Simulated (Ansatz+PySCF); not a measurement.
## singlet ClF: levels of theory in one basis

```xyz
2

Cl    0.0000    0.0000   -0.5234
F     0.0000    0.0000    0.9886
```

Basis set: def2-SVP (spherical functions). Frozen core: 6 orbitals. Charge 0, multiplicity 1.

Computed with Ansatz (development build ahead of 0.2.0); each method stands on the lowest determinant of its kind that the runs found. NEVPT2 correlates all electrons. Active spaces start from the frontier orbitals, and the lowest solution found is given.

```tsv
method	E − E(RHF) (eV)	<S²> of the determinant
RHF	0.00	0.00
RHF-MP2	-8.67	–
RHF-CCSD	-9.11	–
RHF-CCSD(T)	-9.26	–
SC-NEVPT2(14,8)	-8.15	–
```

(1) What does CASSCF(14,8) give on the same scale?

(2) Is a single determinant a sound starting point here?

Results:

(1) -0.81 eV.

(2) By this sign, yes. Unrestricted orbitals gain 0.00 eV and <S²> is 0.00 against 0.00 for a pure state. The CASSCF(14,8) natural occupations are 2.00, 2.00, 2.00, 2.00, 2.00, 2.00, 1.97, 0.03.
